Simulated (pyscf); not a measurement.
Single points on ωB97X-D3(BJ)/def2-SVP structures (PySCF, gas phase).

Task: Estimate the classical barrier height and the reaction energy of `[NH2][Ti]([OH])([OH])[OH]` -> `[O]=[Ti]([OH])[OH]` + `[NH3]` at ωB97M-D3(BJ)/def2-TZVP. The step runs on the singlet surface, breaks H–O, N–Ti and forms H–N; take the reactant's lowest minimum found as zero.

Result: ΔE‡ = 26.4 kcal/mol, ΔE = +34.6 kcal/mol. Zero-point energy shifts the barrier by -1.0 kcal/mol. It is an elimination, with an imaginary mode of 1537i cm⁻¹. On the product side the descent ends in an adduct with a N–Ti contact, 39.7 kcal/mol under the separated species and 29.8 kcal/mol under the saddle at ωB97X-D3(BJ)/def2-TZVP. At ωB97M-D3(BJ) the saddle lies under the separated products, which points to a path from their complex (located at ωB97X-D3(BJ) alone), and parting the products costs more than the saddle. What is counted as broken (N–Ti) persists as a longer contact in the product adduct; parting that adduct is a step of its own. At the saddle there is also a short H–Ti contact that neither side keeps. This is the saddle that the search found; another between the same sides may lie lower.
